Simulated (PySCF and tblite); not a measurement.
Results of a calculation; reference values are marked as such.
**Conformers and averaged properties: C₅H₁₂, numbered as in [CH3:1][CH2:2][CH2:3][CH2:4][CH3:5]**

Free energies: PBE0-D3(BJ)/def2-TZVP on PBE0-D3(BJ)/def2-SVP structures plus GFN2-xTB thermal terms, symmetry and mirror images included. Conformers within 4 kcal/mol (GFN2-xTB free energy) were kept, 5 at most. GIAO shieldings: PBE0/pcSseg-1. Shifts are against TMS (¹H), TMS (¹³C) at the same level. Codes: tblite and PySCF.

Torsions listed: C1–C2–C3–C4, C2–C3–C4–C5. Of a mirror pair one member is shown.

```json
{"conformer": "1", "shape": "-177°, -65°", "symmetry": "C1 (pair)", "E(GFN2) kcal/mol": "0.54", "E(DFT) kcal/mol": "0.61", "G(298.15 K) kcal/mol": "0.00", "weight %": "48.5", "dipole D": "0.08"}
{"conformer": "2", "shape": "180°, 180°", "symmetry": "C2v", "E(GFN2) kcal/mol": "0.00", "E(DFT) kcal/mol": "0.00", "G(298.15 K) kcal/mol": "0.08", "weight %": "42.3", "dipole D": "0.09"}
{"conformer": "3", "shape": "60°, 60°", "symmetry": "C2 (pair)", "E(GFN2) kcal/mol": "1.11", "E(DFT) kcal/mol": "1.01", "G(298.15 K) kcal/mol": "1.03", "weight %": "8.6", "dipole D": "0.07"}
{"conformer": "4", "shape": "-63°, 88°", "symmetry": "C1 (pair)", "E(GFN2) kcal/mol": "2.58", "E(DFT) kcal/mol": "2.88", "G(298.15 K) kcal/mol": "2.51", "weight %": "0.7", "dipole D": "0.15"}
```

Weights (%) against temperature:

```json
{"T (K)": "220", "1": "41.7", "2": "52.6", "3": "5.6", "4": "0.1", "S(mix) cal/mol/K": "2.39"}
{"T (K)": "260", "1": "45.9", "2": "46.5", "3": "7.2", "4": "0.4", "S(mix) cal/mol/K": "2.57"}
{"T (K)": "298.15", "1": "48.5", "2": "42.3", "3": "8.6", "4": "0.7", "S(mix) cal/mol/K": "2.70"}
{"T (K)": "340", "1": "50.3", "2": "38.7", "3": "9.8", "4": "1.2", "S(mix) cal/mol/K": "2.82"}
{"T (K)": "380", "1": "51.4", "2": "36.1", "3": "10.7", "4": "1.8", "S(mix) cal/mol/K": "2.91"}
```

Averaged shifts at 298.15 K. ¹H: 1.22 (H2/H4, 4H), 1.10 (H3, 2H), 0.97 (H1/H5, 6H) ppm. ¹³C: 36.5 (C3), 25.4 (C2/C4), 15.9 (C1/C5) ppm.

Coordinates of conformer 1 (Å):

```xyz
17

C     2.411   -0.168   -0.220
C     0.974   -0.446    0.190
C     0.058    0.760    0.024
C    -1.378    0.544    0.490
C    -2.153   -0.491   -0.312
H     2.847    0.647    0.380
H     3.051   -1.054   -0.092
H     2.473    0.137   -1.278
H     0.946   -0.777    1.244
H     0.585   -1.294   -0.400
H     0.054    1.069   -1.038
H     0.491    1.611    0.580
H    -1.913    1.508    0.446
H    -1.372    0.254    1.556
H    -2.176   -0.228   -1.383
H    -1.709   -1.495   -0.229
H    -3.196   -0.567    0.032
```

Coordinates of conformer 2 (Å):

```xyz
17

C     2.446    0.719   -0.248
C     1.343   -0.181    0.286
C    -0.049    0.227   -0.172
C    -1.160   -0.669    0.357
C    -2.547   -0.252   -0.105
H     2.301    1.763    0.076
H     3.439    0.398    0.100
H     2.463    0.718   -1.350
H     1.373   -0.189    1.390
H     1.534   -1.225   -0.024
H    -0.082    0.235   -1.278
H    -0.244    1.271    0.137
H    -1.123   -0.675    1.461
H    -0.963   -1.711    0.047
H    -2.624   -0.271   -1.204
H    -3.327   -0.918    0.294
H    -2.786    0.773    0.222
```

Shifts are unscaled: against experiment ¹³C can be off by 15 ppm or more and ¹H by 0.8 ppm.

Search and properties took 87 s on 1 thread of Intel Xeon 6975P-C, on a host shared with other jobs (rough), launched as `OMP_NUM_THREADS=1 python ens_run.py task.json out`.
